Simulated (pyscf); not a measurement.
Insertion: `[F][Si][F]` [singlet] + `[OH2]` -> `[OH][SiH]([F])[F]`

Gas phase, singlet surface, charge 0. Bonds broken: O4–H5. Bonds formed: Si2–O4, Si2–H5. PySCF, gas phase, ωB97X-D3(BJ)/def2-SVP geometries. Correlated levels are frozen-core, on RHF or UHF. ΔMP2 is the change of the MP2 total energy from the triple- to the quadruple-zeta basis.

Transition state (Å):

```xyz
6

F     -0.0372     1.8710     0.1579
Si     0.8683     0.6037    -0.3195
F      2.0696     0.5570     0.7675
O     -0.2336    -0.7893     0.1328
H      0.1191    -0.5945    -1.1086
H     -1.1583    -0.5585     0.3374
```

One imaginary mode, 1576i cm⁻¹; descent along it reached the two sides named, in the forms told below.

```tsv
bond	change	reactant side (Å)	saddle	product side
O4–H5	breaks	0.972	1.305	2.528
Si2–O4	forms	2.156	1.833	1.634
Si2–H5	forms	2.529	1.619	1.465
```

Electronic energies relative to the separated reactants (kcal/mol):

```csv
level,barrier,reaction energy,reverse barrier
ωB97X-D3(BJ)/def2-TZVP,19.5,-65.9,85.5
PBE/def2-TZVP,13.1,-58.3,71.5
r²SCAN/def2-TZVP,11.5,-68.0,79.5
B3LYP-D3(BJ)/def2-TZVP,19.2,-61.8,81.0
PBE0-D3(BJ)/def2-TZVP,16.1,-64.2,80.3
M06-2X/def2-TZVP,19.6,-66.0,85.6
ωB97M-D3(BJ)/def2-TZVP,21.9,-60.6,82.5
HF/def2-TZVP,37.1,-68.4,105.5
MP2/def2-QZVPP,19.7,-66.2,85.9
CCSD/def2-TZVPP,25.7,-63.1,88.8
CCSD(T)/def2-TZVPP,22.5,-62.7,85.2
CCSD(T)/def2-TZVPP + ΔMP2(QZVPP),22.1,-62.7,84.9
```

With CCSD(T)/def2-TZVPP + ΔMP2(QZVPP) energies and thermal terms (ideal gas, 1 atm, RRHO with modes under 100 cm⁻¹ raised to 100, one conformer, R ln 2 for rigid chiral ones), in kcal/mol:

| T (K) | ΔH‡ | ΔG‡ | ΔH | ΔG |
|---|---|---|---|---|
| 298 | 20.0 | 30.1 | -62.2 | -51.6 |
| 600 | 20.3 | 40.3 | -61.8 | -40.9 |
| 900 | 21.0 | 50.1 | -60.8 | -30.7 |
| 1200 | 21.9 | 59.7 | -59.5 | -20.9 |

On the reactant side the descent ends in an adduct with a O–Si contact (not fully relaxed), 12.2 kcal/mol under the separated species and 31.8 kcal/mol under the saddle at ωB97X-D3(BJ)/def2-TZVP. What is counted as formed (O–Si) is already present as a longer contact in the reactant adduct; forming that adduct is a step of its own. The same reactants have a lower exit, to HF + HO–Si:–F [singlet] (barrier +10.4 kcal/mol at ωB97M-D3(BJ), against +21.9 kcal/mol here). One saddle was located; it need not be the lowest between these sides. The CCSD(T) − MP2 part came from Ansatz, without density fitting, on the same reference.
